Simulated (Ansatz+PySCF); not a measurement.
The numbers below are computed, except where a source is named.
Several solutions for doublet NO

```yaml
atoms:
  - { symbol: N, position_ang: [0.0000, 0.0000, -0.6580] }
  - { symbol: O, position_ang: [0.0000, 0.0000, 0.5758] }
```

Basis set: def2-SVP (spherical functions). Charge 0, multiplicity 2.

UHF was run from several starts with Ansatz (development build ahead of 0.2.0) and PySCF 2.14.0.

```tsv
run	program	start	converged	energy (hartree)	<S²>
A	PySCF	program defaults	yes	-129.11379	0.78
B	PySCF	guess minao, instabilities followed	yes	-129.11434	0.96
C	Ansatz	atomic start, no search	yes	-129.12443	1.17
D	Ansatz	search for the lowest state	yes	-129.12443	1.17
E	Ansatz	stability test followed	yes	-129.12443	1.17
F	PySCF	guess huckel, instabilities followed	yes	-129.12443	1.17
G	PySCF	guess 1e, instabilities followed	yes	-129.12443	1.17
H	PySCF	guess atom, instabilities followed	yes	-129.12443	1.17
```

Problem. Which runs reached the lowest solution of this kind, and what is wrong with the others?

Solution. C, D, E, F, G, H reached the lowest solution found. Converged but too high: A by 0.29 eV, B by 0.27 eV. Convergence only shows a stationary point, and even a stable one can lie too high; stability tests and further starts are what find lower ones. Caution: the unrestricted determinant is spin contaminated. Caution: the determinant may break the point group.
